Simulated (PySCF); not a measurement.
PySCF job for C₂F₄, SMILES FC(F)=C(F)F (connectivity only; charge and spin as stated), charge -1, multiplicity 2, ωB97X-D3(BJ)/def2-SVPD. 

```python
import numpy as np
from pyscf import gto, scf, dft
from pyscf.geomopt import geometric_solver

mol = gto.M(
    atom='''
    F    -1.42742280    0.05101286    1.10375007
    C    -0.65911903   -0.33142841    0.00000000
    F    -1.42742281    0.05101286   -1.10375006
    C     0.65911903    0.33142841   -0.00000000
    F     1.42742280   -0.05101286   -1.10375007
    F     1.42742281   -0.05101286    1.10375006
    ''',
    basis='def2-SVPD',
    charge=-1,
    spin=1,
    max_memory=1600,
    verbose=3,
)
mf = dft.UKS(mol, xc='wb97x-d3bj').density_fit(auxbasis='def2-universal-jkfit')
mf.grids.level = 3
mf.conv_tol = 1e-9
mf.max_cycle = 100
mf.kernel()
fine, coarse = mf.grids, dft.Grids(mol).set(level=1).build(with_non0tab=True)
for _ in range(3):  # follow internal instabilities
    mf.grids = coarse
    mo, _, stable, _ = mf.stability(return_status=True, nroots=4)
    mf.grids = fine
    if stable:
        break
    mf.kernel(mf.make_rdm1(mo, mf.mo_occ))
grad = mf.nuc_grad_method()
grad.grid_response = mol.nao <= 150
conv, mol_eq = geometric_solver.kernel(grad, convergence_set='GAU_TIGHT', maxsteps=100)
print(mol_eq.tostring(format='xyz'))
mf.reset(mol_eq)
mf.kernel()
```

Output:

```

WARN: HOMO -0.0856798577655251 >= LUMO -0.0856798577655251

converged SCF energy = -475.237499974811  <S^2> = 0.76124243  2S+1 = 2.011211
<class 'pyscf.df.df_jk.DFUKS'> wavefunction is stable in the internal stability analysis
[banner and settings of the optimiser left out]
Geometry optimization cycle 1
Cartesian coordinates (Angstrom)
 Atom        New coordinates             dX        dY        dZ
   F  -1.427423   0.051013   1.103750    0.000000  0.000000  0.000000
   C  -0.659119  -0.331428   0.000000    0.000000  0.000000  0.000000
   F  -1.427423   0.051013  -1.103750    0.000000  0.000000  0.000000
   C   0.659119   0.331428   0.000000    0.000000  0.000000  0.000000
   F   1.427423  -0.051013  -1.103750    0.000000  0.000000  0.000000
   F   1.427423  -0.051013   1.103750    0.000000  0.000000  0.000000

WARN: Mole.unit (angstrom) is changed to Bohr

converged SCF energy = -475.237499974813  <S^2> = 0.76124255  2S+1 = 2.0112111
--------------- DFUKS_Scanner gradients ---------------
         x                y                z
0 F    -0.0056622038     0.0011620400     0.0020630235
1 C     0.0062531629    -0.0008613559    -0.0000000002
2 F    -0.0056622036     0.0011620472    -0.0020630176
3 C    -0.0062531524     0.0008613518     0.0000000011
4 F     0.0056621975    -0.0011620463    -0.0020630212
5 F     0.0056621949    -0.0011620403     0.0020630150
----------------------------------------------
cycle 1: E = -475.237499975  dE = -475.237  norm(grad) = 0.0151775
Step    0 : Gradient = 6.196e-03/6.312e-03 (rms/max) Energy = -475.2374999748
Hessian Eigenvalues: 2.30000e-02 5.00000e-02 5.00000e-02 ... 4.59289e-01 4.59289e-01 4.59289e-01

Geometry optimization cycle 2
Cartesian coordinates (Angstrom)
 Atom        New coordinates             dX        dY        dZ
   F  -1.401192   0.050453   1.108907    0.026231 -0.000560  0.005157
   C  -0.653324  -0.336327  -0.000000    0.005795 -0.004899 -0.000000
   F  -1.401192   0.050453  -1.108907    0.026231 -0.000560 -0.005157
   C   0.653324   0.336327   0.000000   -0.005795  0.004899  0.000000
   F   1.401192  -0.050453  -1.108907   -0.026231  0.000560 -0.005157
   F   1.401192  -0.050453   1.108907   -0.026231  0.000560  0.005157
converged SCF energy = -475.237824042942  <S^2> = 0.76132251  2S+1 = 2.0112906
--------------- DFUKS_Scanner gradients ---------------
         x                y                z
0 F     0.0005298864     0.0010631638     0.0006600440
1 C     0.0034865793    -0.0026303704     0.0000000010
2 F     0.0005298912     0.0010631549    -0.0006600351
3 C    -0.0034865861     0.0026303719     0.0000000038
4 F    -0.0005298752    -0.0010631534    -0.0006600409
5 F    -0.0005298763    -0.0010631589     0.0006600442
----------------------------------------------
cycle 2: E = -475.237824043  dE = -0.000324068  norm(grad) = 0.00674812
Step    1 : Displace = 2.224e-02/2.679e-02 (rms/max) Trust = 1.000e-01 (=) Grad = 2.755e-03/4.368e-03 (rms/max) E (change) = -475.2378240429 (-3.241e-04) Quality = 0.729
Hessian Eigenvalues: 2.30000e-02 4.99423e-02 5.00000e-02 ... 4.59289e-01 4.59289e-01 4.59289e-01

Geometry optimization cycle 3
Cartesian coordinates (Angstrom)
 Atom        New coordinates             dX        dY        dZ
   F  -1.406904   0.047322   1.109380   -0.005712 -0.003131  0.000473
   C  -0.657810  -0.331706  -0.000000   -0.004485  0.004621 -0.000000
   F  -1.406904   0.047322  -1.109380   -0.005712 -0.003131 -0.000473
   C   0.657809   0.331706  -0.000000    0.004485 -0.004621 -0.000000
   F   1.406904  -0.047322  -1.109380    0.005712  0.003131 -0.000473
   F   1.406903  -0.047322   1.109380    0.005712  0.003131  0.000473
converged SCF energy = -475.237886725143  <S^2> = 0.76132182  2S+1 = 2.01129
--------------- DFUKS_Scanner gradients ---------------
         x                y                z
0 F    -0.0001126282    -0.0000757304     0.0008905427
1 C    -0.0007584572     0.0001353311     0.0000000019
2 F    -0.0001126428    -0.0000757355    -0.0008905565
3 C     0.0007584706    -0.0001353252     0.0000000078
4 F     0.0001126305     0.0000757413    -0.0008905407
5 F     0.0001126376     0.0000757360     0.0008905466
----------------------------------------------
cycle 3: E = -475.237886725  dE = -6.26822e-05  norm(grad) = 0.0021055
Step    2 : Displace = 6.366e-03/7.199e-03 (rms/max) Trust = 1.000e-01 (=) Grad = 8.596e-04/9.008e-04 (rms/max) E (change) = -475.2378867251 (-6.268e-05) Quality = 0.830
Hessian Eigenvalues: 2.30000e-02 4.95998e-02 5.00000e-02 ... 4.59289e-01 4.59289e-01 5.15541e-01

Geometry optimization cycle 4
Cartesian coordinates (Angstrom)
 Atom        New coordinates             dX        dY        dZ
   F  -1.407938   0.046240   1.106831   -0.001034 -0.001082 -0.002548
   C  -0.656668  -0.333273  -0.000000    0.001142 -0.001567 -0.000000
   F  -1.407938   0.046240  -1.106832   -0.001034 -0.001082  0.002549
   C   0.656667   0.333273  -0.000000   -0.001142  0.001567 -0.000000
[...]
Step    6 : Displace = 6.836e-04/8.256e-04 (rms/max) Trust = 3.000e-01 (+) Grad = 2.420e-04/2.788e-04 (rms/max) E (change) = -475.2378992737 (-2.761e-06) Quality = 1.431
Hessian Eigenvalues: 1.97031e-03 2.30000e-02 5.00000e-02 ... 4.59289e-01 4.59289e-01 6.75684e-01

Geometry optimization cycle 8
Cartesian coordinates (Angstrom)
 Atom        New coordinates             dX        dY        dZ
   F  -1.406821   0.009473   1.108010   -0.000059 -0.018116  0.000102
   C  -0.647702  -0.349888  -0.000002    0.004475 -0.008365 -0.000001
   F  -1.406821   0.009473  -1.108015   -0.000059 -0.018116 -0.000105
   C   0.647698   0.349884  -0.000002   -0.004476  0.008363 -0.000001
   F   1.406817  -0.009474  -1.108016    0.000057  0.018116 -0.000106
   F   1.406817  -0.009477   1.108010    0.000057  0.018115  0.000103
converged SCF energy = -475.237901851891  <S^2> = 0.76127014  2S+1 = 2.0112386
--------------- DFUKS_Scanner gradients ---------------
         x                y                z
0 F     0.0002182121    -0.0000625784     0.0001198242
1 C    -0.0002329204     0.0002026360     0.0000000162
2 F     0.0002181905    -0.0000626074    -0.0001198203
3 C     0.0002329478    -0.0002027224     0.0000000195
4 F    -0.0002181949     0.0000626501    -0.0001200307
5 F    -0.0002182352     0.0000626118     0.0001200033
----------------------------------------------
cycle 8: E = -475.237901852  dE = -2.57819e-06  norm(grad) = 0.000674046
Step    7 : Displace = 1.707e-04/2.086e-04 (rms/max) Trust = 3.000e-01 (=) Grad = 2.752e-04/3.088e-04 (rms/max) E (change) = -475.2379018519 (-2.578e-06) Quality = 1.461
Hessian Eigenvalues: 1.35631e-03 2.30000e-02 5.00000e-02 ... 4.59289e-01 4.59289e-01 5.70530e-01

Geometry optimization cycle 9
Cartesian coordinates (Angstrom)
 Atom        New coordinates             dX        dY        dZ
   F  -1.407250  -0.007694   1.107721   -0.000429 -0.017167 -0.000290
   C  -0.643372  -0.358020  -0.000004    0.004330 -0.008132 -0.000002
   F  -1.407250  -0.007693  -1.107728   -0.000429 -0.017166  0.000287
   C   0.643368   0.358017  -0.000003   -0.004331  0.008133 -0.000001
   F   1.407245   0.007692  -1.107728    0.000428  0.017166  0.000288
   F   1.407246   0.007689   1.107720    0.000428  0.017166 -0.000290
converged SCF energy = -475.237903776896  <S^2> = 0.76126381  2S+1 = 2.0112323
--------------- DFUKS_Scanner gradients ---------------
         x                y                z
0 F     0.0001206768    -0.0000418737     0.0000707705
1 C    -0.0001076786     0.0001308472     0.0000000221
2 F     0.0001206513    -0.0000418876    -0.0000707822
3 C     0.0001077399    -0.0001307879     0.0000000295
4 F    -0.0001206960     0.0000418664    -0.0000706561
5 F    -0.0001207099     0.0000418468     0.0000706248
----------------------------------------------
cycle 9: E = -475.237903777  dE = -1.925e-06  norm(grad) = 0.000377754
Step    8 : Displace = 4.379e-04/5.108e-04 (rms/max) Trust = 3.000e-01 (=) Grad = 1.542e-04/1.695e-04 (rms/max) E (change) = -475.2379037769 (-1.925e-06) Quality = 1.268
Hessian Eigenvalues: 1.48326e-03 2.30000e-02 5.00000e-02 ... 4.59289e-01 4.59289e-01 4.82495e-01

Geometry optimization cycle 10
Cartesian coordinates (Angstrom)
 Atom        New coordinates             dX        dY        dZ
   F  -1.407691  -0.010649   1.107415   -0.000441 -0.002955 -0.000305
   C  -0.642632  -0.359597  -0.000005    0.000740 -0.001577 -0.000001
   F  -1.407691  -0.010647  -1.107425   -0.000440 -0.002954  0.000304
   C   0.642628   0.359593  -0.000004   -0.000740  0.001576 -0.000000
   F   1.407687   0.010646  -1.107425    0.000442  0.002954  0.000304
   F   1.407687   0.010643   1.107416    0.000441  0.002955 -0.000304
converged SCF energy = -475.237904199738  <S^2> = 0.76125706  2S+1 = 2.0112256
--------------- DFUKS_Scanner gradients ---------------
         x                y                z
0 F     0.0000263775    -0.0000113025     0.0000155152
1 C    -0.0000135631     0.0000372529     0.0000000169
2 F     0.0000263685    -0.0000113050    -0.0000155247
3 C     0.0000135104    -0.0000373610     0.0000000152
4 F    -0.0000263234     0.0000113666    -0.0000157426
5 F    -0.0000263537     0.0000113421     0.0000157155
----------------------------------------------
cycle 10: E = -475.2379042  dE = -4.22842e-07  norm(grad) = 8.61311e-05
Step    9 : Displace = 4.678e-04/5.538e-04 (rms/max) Trust = 3.000e-01 (=) Grad = 3.516e-05/3.973e-05 (rms/max) E (change) = -475.2379041997 (-4.228e-07) Quality = 1.186
Hessian Eigenvalues: 1.62537e-03 2.30000e-02 5.00000e-02 ... 4.59289e-01 4.59289e-01 4.60213e-01

Geometry optimization cycle 11
Cartesian coordinates (Angstrom)
 Atom        New coordinates             dX        dY        dZ
   F  -1.407838  -0.009385   1.107329   -0.000146  0.001264 -0.000086
   C  -0.642966  -0.359084  -0.000005   -0.000334  0.000514  0.000000
   F  -1.407837  -0.009383  -1.107338   -0.000146  0.001264  0.000086
   C   0.642962   0.359081  -0.000004    0.000334 -0.000512  0.000000
   F   1.407833   0.009381  -1.107337    0.000146 -0.001265  0.000087
   F   1.407833   0.009380   1.107329    0.000146 -0.001264 -0.000087
converged SCF energy = -475.237904230044  <S^2> = 0.7612539  2S+1 = 2.0112224
--------------- DFUKS_Scanner gradients ---------------
         x                y                z
0 F     0.0000003892    -0.0000004525     0.0000000745
1 C     0.0000025848     0.0000036651     0.0000000021
2 F     0.0000003968    -0.0000004450    -0.0000000621
3 C    -0.0000025000    -0.0000035772     0.0000000054
4 F    -0.0000004359     0.0000004082     0.0000001244
5 F    -0.0000004278     0.0000003965    -0.0000001207
----------------------------------------------
cycle 11: E = -475.23790423  dE = -3.03066e-08  norm(grad) = 6.37252e-06
Step   10 : Displace = 1.376e-04/1.631e-04 (rms/max) Trust = 3.000e-01 (=) Grad = 2.602e-06/4.485e-06 (rms/max) E (change) = -475.2379042300 (-3.031e-08) Quality = 1.039
Hessian Eigenvalues: 1.67519e-03 2.30000e-02 5.00000e-02 ... 4.59289e-01 4.59289e-01 4.59294e-01

Geometry optimization cycle 12
Cartesian coordinates (Angstrom)
 Atom        New coordinates             dX        dY        dZ
   F  -1.407841  -0.009475   1.107326   -0.000003 -0.000090 -0.000003
   C  -0.642945  -0.359131  -0.000005    0.000021 -0.000047 -0.000000
   F  -1.407841  -0.009474  -1.107336   -0.000003 -0.000090  0.000002
   C   0.642940   0.359127  -0.000004   -0.000022  0.000046 -0.000000
   F   1.407837   0.009472  -1.107336    0.000003  0.000091  0.000002
   F   1.407836   0.009471   1.107327    0.000003  0.000091 -0.000002
converged SCF energy = -475.237904229964  <S^2> = 0.76125468  2S+1 = 2.0112232
--------------- DFUKS_Scanner gradients ---------------
         x                y                z
0 F    -0.0000004954    -0.0000004970     0.0000001394
1 C     0.0000010311     0.0000009011     0.0000000032
2 F    -0.0000005069    -0.0000005010    -0.0000001323
3 C    -0.0000010313    -0.0000009962     0.0000000059
4 F     0.0000005027     0.0000005490    -0.0000002258
5 F     0.0000005020     0.0000005508     0.0000002336
----------------------------------------------
cycle 12: E = -475.23790423  dE = 7.99218e-11  norm(grad) = 2.48665e-06
Step   11 : Displace = 4.842e-06/5.895e-06 (rms/max) Trust = 3.000e-01 (=) Grad = 1.015e-06/1.434e-06 (rms/max) E (change) = -475.2379042300 (+7.992e-11) Quality = -1.044
Hessian Eigenvalues: 1.67519e-03 2.30000e-02 5.00000e-02 ... 4.59289e-01 4.59289e-01 4.59294e-01
Converged! =D

6
XYZ from PySCF
F          -1.40784098       -0.00947536        1.10732645
C          -0.64294473       -0.35913114       -0.00000495
F          -1.40784062       -0.00947370       -1.10733607
C           0.64294012        0.35912733       -0.00000413
F           1.40783650        0.00947221       -1.10733571
F           1.40783595        0.00947058        1.10732734
converged SCF energy = -475.237904229981  <S^2> = 0.76125543  2S+1 = 2.0112239
```

The calculation finished and met its thresholds.
